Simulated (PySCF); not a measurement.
Species: C3H3FO2.
Z-matrix (Å and degrees, GFN2-xTB geometry), rows numbered from 1:
```
O 
C   1  1.2042
O   2  1.3381  1  122.94
C   2  1.4724  1  125.53  3  -179.97
C   4  1.3260  2  120.01  1     0.15
F   5  1.3277  4  122.37  2   179.99
H   3  0.9701  2  110.37  1     0.02
H   4  1.0781  2  117.35  1  -179.88
H   5  1.0819  4  124.40  2     0.01
```

A PySCF run (density fitting, gas phase, GFN2-xTB geometry) gave HOMO -8.26 eV, LUMO -1.44 eV, dipole 1.10 D and E = -366.169 Eh.

Task: Which of these levels was it?
A. LDA/IGLO-II
B. mPW1PW91/def2-SVPD
C. OLYP/pcSseg-2
D. X3LYP/pcSseg-1
E. PBE0/def2-TZVP

Result: E. It is PBE0/def2-TZVP. All candidates on this geometry:

```tsv
level and settings	kind	basis functions	SCF cycles	E (Eh)	HOMO (eV)	LUMO (eV)	dipole (D)
LDA/IGLO-II, energy threshold 1e-08 Eh, fitting basis def2-qzvpp-jkfit	LDA	150	12	-363.7781	-6.83	-2.62	1.09
OLYP/pcSseg-2, level shift 0.1 Eh	GGA	258	12	-366.4578	-6.53	-2.26	1.07
X3LYP/pcSseg-1, grid level 3, energy threshold 1e-11 Eh	global hybrid	117	13	-366.2452	-8.08	-1.53	1.04
mPW1PW91/def2-SVPD, fitting basis def2-universal-jkfit	global hybrid	153	11	-366.0638	-8.41	-1.62	1.15
PBE0/def2-TZVP, start guess huckel, level shift 0.3 Eh	global hybrid	204	15	-366.1686	-8.26	-1.44	1.10
```

The nearest other candidate, by the summed differences of HOMO and LUMO, is X3LYP/pcSseg-1: its HOMO differs by +0.18 eV and its LUMO by -0.09 eV.
